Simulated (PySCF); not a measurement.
Compound: C₅H₁₁F.
SMILES: `CC(C)CCF`

Torsions of this conformer, `[CH3:1][CH:2]([CH3:3])[CH2:4][CH2:5][F:6]`: C1–C2–C4–C5 -174°, C2–C4–C5–F6 175°.

The closed-shell ground state was solved at several levels (PySCF, density fitting, gas phase, non-relativistic). Geometry: PBE0-D3(BJ)/def2-SVP, one conformer, isolated molecule.

| level | basis functions | HOMO (eV) | LUMO (eV) | gap (eV) | dipole (D) |
| --- | --- | --- | --- | --- | --- |
| PBE0/def2-SVPD | 211 | -9.05 | 0.66 | 9.71 | 2.05 |
| PBE0/6-31G* | 106 | -8.67 | 2.43 | 11.10 | 1.79 |
| PBE0/def2-SVP | 139 | -8.87 | 1.59 | 10.46 | 1.88 |
| LDA/def2-SVPD | 211 | -7.60 | -0.15 | 7.45 | 2.02 |
| wB97X-D/def2-SVPD | 211 | -10.96 | 2.32 | 13.28 | 2.07 |
| PBE/def2-SVPD | 211 | -7.50 | -0.04 | 7.46 | 1.96 |

(1) What might CAM-B3LYP/def2-SVPD (211 basis functions) give for the same quantities?

(2) How much does the basis alone move the frontier levels among the 3 PBE0 rows?

(3) How far do the dipole and the HOMO energy spread over the levels?

Results:

(1) HOMO -10.51 eV, LUMO 1.31 eV, gap 11.82 eV, dipole 2.12 D.

(2) The HOMO by 0.38 eV and the LUMO by 1.77 eV. By rising basis size (HOMO, LUMO in eV): 6-31G* -8.67, 2.43; def2-SVP -8.87, 1.59; def2-SVPD -9.05, 0.66.

(3) The dipole runs from 1.79 to 2.12 D (mean 1.98 D) and the HOMO from -10.96 to -7.50 eV.
